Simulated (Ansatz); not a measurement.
in.yaml

```yaml
crystal:
  periodic: [false, false, false]
  atoms:
    - {symbol: B, position_ang: [0.000000, -0.486807, 1.370899]}
    - {symbol: Al, position_ang: [0.000000, 0.208008, -0.563001]}
    - {symbol: H, position_ang: [0.000000, 0.284919, 2.286135]}
    - {symbol: H, position_ang: [0.000000, -0.631665, -1.919200]}
basis:
  gaussian: {orbitals: "6-31++G**"}
magnetization: {spin_polarized: false}
correlation: {method: ccsdt, electrons: outside_noble_gas}
```

```sh
$ ansatz run in.yaml --threads 1 --pin off --events-out ev --progress --plain --max-ram 2393MiB
```

Output:

```
869 factors; integrals over basis functions are off by at most 2.5e-7 eV
mean field evaluation 1: about -7280.7620 eV, gradient 1.1e1 eV
mean field evaluation 2: about -7280.7652 eV, gradient 1.1e1 eV
mean field evaluation 4: about -7281.6032 eV, gradient 1.6e0 eV
mean field evaluation 8: about -7281.6275 eV, gradient 1.7e-4 eV
mean field evaluation 16: about -7281.6235 eV, gradient 1.1e-1 eV
mean field evaluation 32: about -7279.4279 eV, gradient 2.2e0 eV
mean field -7281.62752109 eV, -267.5948757356 hartree, gradient 4.1e-6 eV, S^2 0.000000; 1 other end points of the search recorded, 0 dependent functions left out; unrestricted orbitals would lower it
determinant -7281.62752109 eV, -267.5948757356 hartree, with singles and doubles -7286.32473640 eV, -267.7674952143 hartree
determinant -7279.46383879 eV, -267.5153618777 hartree, with singles and doubles -7284.13262022 eV, -267.6869364308 hartree
6 core orbitals not correlated: weight in the atoms' cores, before any rotation towards them, 1.000 or more for the frozen orbitals, at most 0.000 for the correlated occupied ones
reference -7281.62752109 eV, -267.5948757356 hartree; 4, 4 occupied and 44, 44 virtual orbitals, 869 factors
second order -3.66335871 eV of doubles, -0.00000000 eV of singles
cycle   1  -4.27004109 eV  change   -6.1e-1 eV  update   1.0e-1
cycle   2  -4.72223816 eV  change   -4.5e-1 eV  update   5.9e-2
cycle   3  -4.91585241 eV  change   -1.9e-1 eV  update   3.1e-2
cycle   4  -4.90069084 eV  change    1.5e-2 eV  update   1.3e-2
cycle   5  -4.91400789 eV  change   -1.3e-2 eV  update   5.6e-3
cycle   6  -4.91476216 eV  change   -7.5e-4 eV  update   3.1e-3
cycle   7  -4.91205844 eV  change    2.7e-3 eV  update   1.6e-3
cycle   8  -4.91247644 eV  change   -4.2e-4 eV  update   1.2e-3
cycle   9  -4.91392394 eV  change   -1.4e-3 eV  update   8.2e-4
cycle  10  -4.91296632 eV  change    9.6e-4 eV  update   5.1e-4
cycle  11  -4.91308145 eV  change   -1.2e-4 eV  update   2.8e-4
cycle  12  -4.91320996 eV  change   -1.3e-4 eV  update   1.1e-4
cycle  13  -4.91330748 eV  change   -9.8e-5 eV  update   6.2e-5
cycle  14  -4.91336920 eV  change   -6.2e-5 eV  update   2.4e-5
cycle  15  -4.91334734 eV  change    2.2e-5 eV  update   1.1e-5
cycle  16  -4.91333631 eV  change    1.1e-5 eV  update   5.9e-6
cycle  17  -4.91333542 eV  change    9.0e-7 eV  update   2.6e-6
cycle  18  -4.91333526 eV  change    1.6e-7 eV  update   1.6e-6
cycle  19  -4.91333680 eV  change   -1.5e-6 eV  update   9.3e-7
cycle  20  -4.91333803 eV  change   -1.2e-6 eV  update   5.1e-7
cycle  21  -4.91333805 eV  change   -1.9e-8 eV  update   3.1e-7
Total energy: -7286.54085914 eV, -267.7754375786 hartree
```

Ran on 1 thread of Intel Xeon Platinum 8259CL, shared host: 7.5 s wall, 0.2 GiB peak host memory.
